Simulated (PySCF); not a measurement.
Compound: FH5Si2.
Numbering: `[F:1][SiH2:2][SiH3:3]` (hydrogens: H4, H5 on Si2; H6, H7, H8 on Si3)

The same species was optimised twice, with GFN2-xTB and with PBE0-D3(BJ)/def2-SVP (PySCF), and the same property calculations (PySCF, gas phase) were run on both structures.

```
    coordinate  GFN2-xTB  PBE0-D3(BJ)/def2-SVP  change
   Si2–Si3 (Å)     2.302                 2.342  +0.040
    Si2–H4 (Å)     1.461                 1.493  +0.032
    Si2–H5 (Å)     1.461                 1.493  +0.032
    Si3–H8 (Å)     1.466                 1.496  +0.030
    Si3–H7 (Å)     1.466                 1.494  +0.028
    Si3–H6 (Å)     1.466                 1.494  +0.028
    F1–Si2 (Å)     1.617                 1.633  +0.016
 F1–Si2–H4 (°)     102.3                 108.2    +5.9
 F1–Si2–H5 (°)     102.3                 108.1    +5.8
Si3–Si2–H5 (°)     116.7                 111.5    -5.2
Si3–Si2–H4 (°)     116.7                 111.5    -5.2
Si2–Si3–H7 (°)     113.0                 110.2    -2.8
Si2–Si3–H6 (°)     113.0                 110.2    -2.8
 H6–Si3–H7 (°)     106.7                 109.3    +2.6
 H7–Si3–H8 (°)     106.9                 109.1    +2.2
```

Rotational constants: A = 15945, B = 3407, C = 2994 MHz (GFN2-xTB) against A = 15284, B = 3322, C = 2917 MHz (PBE0-D3(BJ)/def2-SVP). Point groups within 0.08 Å: Cs and Cs.

On the GFN2-xTB structure: HOMO (eV) -8.79 [PBE0/pcSseg-1]; LUMO (eV) -0.73 [PBE0/pcSseg-1]; dipole (D) 1.71 [PBE0/pcSseg-1]; GIAO shielding of F1 (ppm) 433.7 [PBE0/pcSseg-1]; GIAO shielding of Si2 (ppm) 338.0 [PBE0/pcSseg-1]; GIAO shielding of Si3 (ppm) 469.9 [PBE0/pcSseg-1].

Q: What do these properties become on the PBE0-D3(BJ)/def2-SVP structure?

A: 
```tsv
property	level	on GFN2-xTB	on PBE0-D3(BJ)/def2-SVP	change
HOMO (eV)	PBE0/pcSseg-1	-8.79	-8.51	+0.28
LUMO (eV)	PBE0/pcSseg-1	-0.73	-0.53	+0.20
dipole (D)	PBE0/pcSseg-1	1.71	1.50	-0.21
energy, GFN2-xTB geometry as zero (kcal/mol)	PBE0/pcSseg-1	0.0	-3.0	-3.0
GIAO shielding of F1 (ppm)	PBE0/pcSseg-1	433.7	428.1	-5.6
GIAO shielding of Si2 (ppm)	PBE0/pcSseg-1	338.0	341.4	+3.4
GIAO shielding of Si3 (ppm)	PBE0/pcSseg-1	469.9	460.4	-9.5
```

The heavy atoms differ by 0.022 Å rms after alignment. Among all bonds Si2–Si3 changes most (+0.040 Å). Changes are differences of the printed values. Neither structure is proved a minimum here.
